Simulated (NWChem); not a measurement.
System: SiH₂, triplet; SMILES [SiH2]

NWChem input:

```
start job
memory heap 200 mb stack 900 mb global 1100 mb
geometry units angstroms noautoz
  Si     0.000000     0.000000     0.134441
  H      1.287307     0.000000    -0.623186
  H     -1.287307     0.000000    -0.623186
end
basis spherical
  * library def2-svp
end
dft
  odft
  mult 3
  xc slater vwn_5
  iterations 150
end
tddft
  cis
  nroots 8
end
task tddft energy
```

In the optimisation the excess spin sits in a1 and b2 (C2v, its own frame). Coordinates come from a PBE0/def2-SVP, spin-unrestricted optimisation. No stability test was run on the SCF state.

Vertical excitations in the gas phase. Excited states of an open shell can be spin-contaminated.

Problem. What results follow from this input? (LDA (Slater exchange, VWN5)/def2-SVP, spin-unrestricted, TDA.) Quantities: lowest excitation (eV); oscillator strength of that lowest state; lowest state with f > 0.02 (eV); oscillator strength of that bright state; lowest empty minus highest occupied level, either spin (eV).

Solution. The lowest excitation (eV) is 4.41 and the oscillator strength of that lowest state is 0.007. The lowest state with f > 0.02 (eV) is 7.07 and the oscillator strength of that bright state comes out as 0.123. The lowest empty minus highest occupied level, either spin (eV) is 0.16.
